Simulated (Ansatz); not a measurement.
A made-up structure of CH₄BMg, doublet:

```json
{"atom": "B1", "x (Å)": "-2.3319", "y (Å)": "-1.2191", "z (Å)": "-0.8511"}
{"atom": "Mg2", "x (Å)": "-0.4750", "y (Å)": "-0.2506", "z (Å)": "-0.1737"}
{"atom": "C3", "x (Å)": "1.2798", "y (Å)": "0.6682", "z (Å)": "0.4667"}
{"atom": "H4", "x (Å)": "-3.3401", "y (Å)": "-1.7460", "z (Å)": "-1.2190"}
{"atom": "H5", "x (Å)": "-0.0040", "y (Å)": "-1.5510", "z (Å)": "-1.1962"}
{"atom": "H6", "x (Å)": "1.1288", "y (Å)": "1.2297", "z (Å)": "1.3946"}
{"atom": "H7", "x (Å)": "2.0759", "y (Å)": "-0.0585", "z (Å)": "0.6580"}
```

It is relaxed with PBE-D4/def2-SVP and then PBE0-D4/def2-TZVP (Ansatz 0.2.0). Atoms count as bonded within 1.22 times the sum of their covalent radii (H–H: 0.88 Å). The end point is not checked to be a true minimum.

Question: Does its bonding change? (Judge from chemistry; the calculation decides.)

Answer: Computed: Yes. Formed: B1–H5; broken: Mg2–H5.

Where it ends: The first stage lowers the energy by 3.18 eV in 17 steps. It ends as CH₄BMg ([BH2][Mg][CH2]):
```csv
atom,x (Å),y (Å),z (Å)
B1,-1.8149,-1.5389,-1.1285
Mg2,-0.1639,-0.3621,-0.0831
C3,1.3275,0.6952,0.8587
H4,-2.9837,-1.2630,-1.0492
H5,-1.6101,-2.5030,-1.8192
H6,1.1812,1.5657,1.5042
H7,2.3976,0.4788,0.7964
```

Labels in which every atom is bracketed show which atoms are joined, not bond orders.

For scale, one of the runs: PBE0-D4/def2-TZVP relaxation, 118 basis functions, launched by `ansatz run in.yaml --threads 2 --pin off --events-out ev --progress --plain --max-ram 4352MiB`. The run took about 14 s on 2 CPU threads of an Intel Xeon Platinum 8488C (shared host).
